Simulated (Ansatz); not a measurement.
Start from PtS$_{2}$ in the CdI2 type structure (space group P-3m1, No. 164; layered, stacked along the Cartesian z axis).

```
PtS2
1.0
    3.55229     0.00000     0.00000
   -1.77615     3.07638     0.00000
    0.00000     0.00000     5.12797
Pt S
1 2
Direct
  0.00000   0.00000   0.00000
  0.33333   0.66667   0.23907
  0.66667   0.33333   0.76093
```

All numbers come from plane-wave PAW DFT at the r2SCAN+rVV10 level (Ansatz, an electronic-structure program, 500 eV), scalar-relativistic without spin-orbit coupling.

Now apply this change: every S is replaced by Se, then cell and atoms are relaxed.

Measured lattice parameter a: PtS2 3.542 Å (temperature not stated; as listed in Torbjörn Björkman, The Journal of Chemical Physics (2014)); PtSe2 3.727 Å (temperature not stated; as listed in Torbjörn Björkman, The Journal of Chemical Physics (2014)).

Question: How well does r2SCAN+rVV10 reproduce the measured shift?

Answer: With r2SCAN+rVV10 the lattice parameter a moves by +0.178 Å (3.552 → 3.731) against +0.185 Å measured.

Whether these cells are dynamically stable was not tested. The final runs are not spin-polarised.
